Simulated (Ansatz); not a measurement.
Saddle point of SiH6SO, closed shell (SiH₄S ([SiH3][SH]) + H₂O → SiH₄O ([OH][SiH3]) + H₂S; bonds formed: Si1–O7, S2–H6; bonds broken: Si1–S2, H6–O7), PBE0-D4/def2-TZVP structure:

```
atom    x (Å)    y (Å)    z (Å)
 Si1   0.1511   0.8499  -0.1190
  S2   1.2388  -1.1720   0.9027
  H3  -0.7824   1.6979  -0.9529
  H4   0.0071   1.4567   1.2221
  H5   1.4279   1.0138  -0.8530
  H6  -0.2635  -1.3372  -0.2148
  O7  -0.9270  -0.5902  -0.5473
  H8   0.4613  -1.2712   1.9940
  H9  -1.3132  -0.6477  -1.4318
```

Energies are electronic, without zero-point energy. Barriers and step energies count from the start structure reached by relaxing down the imaginary mode; all methods use the PBE0-D4 structures, on which another method's saddle can fall below an end. Ansatz 0.2.0; basis: def2-TZVPP, with def2-QZVPP for the basis limit; cores frozen in the correlated methods. B3LYP uses VWN-RPA correlation. Extrapolation: Hartree–Fock as exp(−7.88 √X), correlation as X^−2.97.

```json
{"method": "SPW92", "barrier (kcal/mol)": "?", "step energy (kcal/mol)": "-3.26"}
{"method": "PBE-D4", "barrier (kcal/mol)": "22.29", "step energy (kcal/mol)": "-2.87"}
{"method": "BLYP-D4", "barrier (kcal/mol)": "24.74", "step energy (kcal/mol)": "-6.10"}
{"method": "r2SCAN-D4", "barrier (kcal/mol)": "23.96", "step energy (kcal/mol)": "-4.77"}
{"method": "B97M-V", "barrier (kcal/mol)": "27.18", "step energy (kcal/mol)": "-5.17"}
{"method": "PBE0-D4", "barrier (kcal/mol)": "24.86", "step energy (kcal/mol)": "-3.45"}
{"method": "B3LYP-D4", "barrier (kcal/mol)": "26.55", "step energy (kcal/mol)": "-6.41"}
{"method": "r2SCAN0-D4", "barrier (kcal/mol)": "25.61", "step energy (kcal/mol)": "-4.88"}
{"method": "BHLYP-D4", "barrier (kcal/mol)": "29.38", "step energy (kcal/mol)": "-7.23"}
{"method": "CAM-B3LYP-D4", "barrier (kcal/mol)": "?", "step energy (kcal/mol)": "-7.66"}
{"method": "wB97X-V", "barrier (kcal/mol)": "27.67", "step energy (kcal/mol)": "-5.72"}
{"method": "wB97M-V", "barrier (kcal/mol)": "26.24", "step energy (kcal/mol)": "-5.47"}
{"method": "B2PLYP", "barrier (kcal/mol)": "27.65", "step energy (kcal/mol)": "-7.13"}
{"method": "PBE-QIDH", "barrier (kcal/mol)": "26.67", "step energy (kcal/mol)": "-4.81"}
{"method": "RPA on PBE", "barrier (kcal/mol)": "?", "step energy (kcal/mol)": "-7.22"}
{"method": "HF", "barrier (kcal/mol)": "38.28", "step energy (kcal/mol)": "-10.11"}
{"method": "MP2", "barrier (kcal/mol)": "27.24", "step energy (kcal/mol)": "-5.79"}
{"method": "CCSD", "barrier (kcal/mol)": "30.25", "step energy (kcal/mol)": "-6.95"}
{"method": "CCSD(T)", "barrier (kcal/mol)": "28.44", "step energy (kcal/mol)": "-6.25"}
```

Question: Fill in the withheld barriers. (To be estimated.)

Answer: By the calculation: SPW92 14.67; CAM-B3LYP-D4 26.80; RPA on PBE 28.73 kcal/mol. Each is the energy of the saddle less that of the start structure, by the same method.

For comparison, the barrier by CCSD(T) at an estimated basis limit (MP2 extrapolated from triple and quadruple zeta, plus CCSD(T) − MP2 in triple zeta) is 27.98 kcal/mol.

T1 diagnostic: at most 0.012.

Labels in which every atom is bracketed show which atoms are joined, not bond orders.

For scale, one of the runs: CCSD(T)/def2-TZVPP, 199 basis functions, launched by `ansatz run in.yaml --threads 2 --pin off --events-out ev --progress --plain --max-ram 4352MiB`. The run took 51 s on 2 CPU threads of an Arm Neoverse V2 (shared host), with 2.3 GiB of host memory at its peak.
